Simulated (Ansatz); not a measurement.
# MgH (doublet): wave-function methods side by side at distance Mg1–H2 = 3.259 Å, cc-pVQZ

An exercise on one series of results from a longer session: the logs are not shown, and one member is left open.

Computed with Ansatz 0.2.0, Gaussian basis. Level: cc-pVQZ, core rule «outside noble gas», up to 5 orbitals frozen.

The runs, in order: UHF; CCSD(T) on ROHF; CCSD(T) on UHF; BCCD(T) on ROHF; CCSDT on ROHF; CCSDT on UHF; CASSCF and MRCISD+Q, 3 electrons in 5 orbitals; CASSCF and NEVPT2, 3 electrons in 5 orbitals; Full CI.

24 further runs of the same task are left out: 8 for a known fault of the program, 15 that didn't finish, 1 set aside as unsound or not needed. Runs told in other sessions of the task aren't counted.

## What is computed

The geometry derives from a PBE0/def2-TZVP stationary point (not a proven minimum). One bond is set to the value named and the two fragments are kept rigid.

2 atoms, charge 0, spin multiplicity 2.

Atoms are counted from 1 here; the program's logs count them from 0.

No contacts short enough for the rule that draws bonds.

The first run:

Input file in.yaml:

```yaml
crystal:
  periodic: [false, false, false]
  atoms:
    - {symbol: Mg, position_ang: [0.000000, 0.000000, 0.000000]}
    - {symbol: H, position_ang: [0.000000, 0.000000, 3.259000]}
basis:
  gaussian: {orbitals: cc-pVQZ}
magnetization: {spin_polarized: true, initial_magnetization: 1}
hamiltonian: {xc: hf}
output: {orbitals: {seedname: orbitals}}
```

Command:

```bash
$ ansatz run in.yaml --threads 1 --pin off --events-out ev --progress --plain --max-ram 2393MiB
```

Among the steps run: UHF; CCSD(T) on ROHF; CCSD(T) on UHF; BCCD(T) on ROHF; CCSDT on ROHF; CCSDT on UHF; CASSCF and MRCISD+Q, 3 electrons in 5 orbitals; CASSCF and NEVPT2, 3 electrons in 5 orbitals; Full CI.

One of the session's tables, all rows but one given; the rest of the session is left out.

It belongs to the step «Misses and costs». 

| method | from FCI (meV) |
| --- | --- |
| ROHF | +1012.8 |
| UHF | +967.3 |
| RMP2 | +304.9 |
| UMP2 | +334.1 |
| RCCSD | ? |
| UCCSD | +6.8 |
| RCCSD(T) | +3.2 |
| UCCSD(T) | +2.4 |
| BCCD(T) | +2.9 |
| RCCSDT | 0.0 |
| UCCSDT | 0.0 |
| CASSCF valence | +147.7 |
| NEVPT2 valence | +59.6 |
| MRCISD valence | +21.3 |
| MRCISD+Q valence | +20.7 |
| FCI | 0 |

Q: Estimate the row for RCCSD from the others.

The run gave: from FCI (meV): +9.0. In the column «from FCI (meV)» it lies between UCCSD (+6.8) and MRCISD+Q valence (+20.7).

To keep in mind: Levels on UHF freeze UHF's core orbitals, full CI those of ROHF, so the U rows can settle a little off it for that reason alone. Restricted and unrestricted rows rest on different reference determinants; a gap between their highest levels can come from leftover correlation error, from unlike frozen cores or from another state.
